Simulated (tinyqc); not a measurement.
Inside a calculation. Method: CCSD on RHF in the sto-3g basis, frozen core, for OH-, spin multiplicity 1. The basis has no diffuse functions, so it cannot describe the extra electron: this is an exercise in the method, not the real anion. One step of it, computed by the program tinyqc.

Question. CCSD: starting amplitudes. t_ij^ab = <ij||ab> / (e_i + e_j - e_a - e_b), whose energy is MP2.

orbital energies (hartree): [-19.436460, -0.578343, 0.074305, 0.222422, 0.222422, 1.096400]

Two-electron integrals over orbitals (pq|rs), unique and non-zero (hartree); the lowest 1 orbital is frozen and left out:
```
(22|22) 0.729236    (32|22) -0.051660   (32|32) 0.137302    (33|22) 0.603565
(33|32) 0.002721    (33|33) 0.630059    (42|42) 0.153962    (43|42) -0.047242
(43|43) 0.036505    (44|22) 0.760670    (44|32) -0.102289   (44|33) 0.587984
(44|44) 0.880159    (52|52) 0.153962    (53|52) -0.047242   (53|53) 0.036505
(54|54) 0.047444    (55|22) 0.760670    (55|32) -0.102289   (55|33) 0.587984
(55|44) 0.785270    (55|55) 0.880159    (62|22) 0.094917    (62|32) 0.039117
(62|33) 0.001846    (62|44) 0.098975    (62|55) 0.098975    (62|62) 0.108864
(63|22) 0.131603    (63|32) -0.117895   (63|33) 0.020664    (63|44) 0.168172
(63|55) 0.168172    (63|62) 0.030167    (63|63) 0.176331    (64|42) 0.035750
(64|43) 0.011814    (64|64) 0.038087    (65|52) 0.035750    (65|53) 0.011814
(65|65) 0.038087    (66|22) 0.676065    (66|32) 0.015745    (66|33) 0.630875
(66|44) 0.667132    (66|55) 0.667132    (66|62) 0.083641    (66|63) 0.058809
(66|66) 0.713809
```

Give: Starting amplitudes; correlation energy.

Answer.

Starting amplitudes (spin orbitals 1a, 1b, ...; amplitudes related by a flip of all spins are not repeated):
```
from      to        t
3a 3b  6a 6b  -0.0863
2a 2b  6a 6b  -0.0325
5a 5b  6a 6b  -0.0218
4a 4b  6a 6b  -0.0218
2a 3b  6a 6b  -0.0112
```

correlation energy = -0.021083 hartree
